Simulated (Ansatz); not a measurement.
**ClFHSi radical (SMILES F[SiH]Cl): molecular dynamics**

The task is to watch the atoms for 40 steps of 1.0 fs, started with velocities for 100 K and run at constant energy.

Program: Ansatz 0.2.0, Gaussian basis. Level of theory: Hartree-Fock/def2-SVPD, unrestricted. These are calculated values, not measurements.

### 1 The starting structure

SMILES `F[SiH]Cl`, 4 atoms, charge 0, spin multiplicity 2.

Atoms are counted from 1 here; the program's logs count them from 0.

Bond lengths: F1–Si2 1.620 Å, Si2–Cl3 2.009 Å, Si2–H4 1.445 Å. Angles: F1–Si2–Cl3 105.9°, F1–Si2–H4 102.9°, Cl3–Si2–H4 115.7°.

Geometry (Å):

| atom | x (Å) | y (Å) | z (Å) |
| --- | --- | --- | --- |
| F1 | -0.99295 | -0.34231 | 1.06250 |
| Si2 | -0.20489 | -0.22321 | -0.34744 |
| Cl3 | 1.73263 | -0.54664 | 0.07547 |
| H4 | -0.53479 | 1.11216 | -0.79053 |

### 2 The run

md/in.yaml

```yaml
crystal:
  periodic: [false, false, false]
  atoms:
    - {symbol: F, position_ang: [-0.992950, -0.342310, 1.062500]}
    - {symbol: Si, position_ang: [-0.204890, -0.223210, -0.347440]}
    - {symbol: Cl, position_ang: [1.732630, -0.546640, 0.075470]}
    - {symbol: H, position_ang: [-0.534790, 1.112160, -0.790530]}
basis:
  gaussian: {orbitals: def2-SVPD}
magnetization: {spin_polarized: true, initial_magnetization: 1}
hamiltonian: {xc: hf}
md: {n_steps: 40, timestep: 1.0, temperature: 100, ensemble: nve, seed: 654, initial_velocities: maxwell_boltzmann}
```

Launch:

```sh
$ ansatz run in.yaml --threads 2 --pin off --events-out ev --progress --plain --max-ram 3481MiB
```

Before running it: what results should come out? Wanted: temperature at the start; mean temperature, second half; lowest and highest potential energy, from the first frame; largest change of potential + kinetic.

The runs gave:

| quantity | value |
| --- | --- |
| length | 40 steps, 40.0 fs |
| temperature at the start | 100 K |
| mean temperature, second half | 169 K |
| lowest and highest potential energy, from the first frame | -45 and 5 meV |
| largest change of potential + kinetic | 0.7 meV |

In words: With no thermostat the total energy should stay fixed; it holds within 0.7 meV, small beside the kinetic energy, so the time step serves. The instant temperature ranges from 81 to 270 K, as energy passes between motion and strain. The molecule keeps its bonds.
